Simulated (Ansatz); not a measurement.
```xyz
9

B     0.758    1.145   -0.312
N     0.117    0.202    0.470
C    -0.622   -0.951    0.010
H     0.721    1.031   -1.505
H     1.331    2.048    0.225
H     0.146    0.295    1.474
H    -0.601   -0.973   -1.079
H    -0.185   -1.883    0.382
H    -1.667   -0.914    0.334
```

The species carries charge 0 and has multiplicity 1.

Question: List the ωB97M-V/def2-TZVPP orbital energies in eV (Ansatz 0.2.0). (An estimate is asked.)

Answer: Computed: Occupied: -394.81, -282.19, -187.05, -27.85, -21.76, -17.69, -15.81, -14.81, -13.78, -12.87, -11.22, -10.24. Lowest empty: 2.02, 2.35, 3.20, 3.71, 4.49, 4.69, 4.89, 5.08.
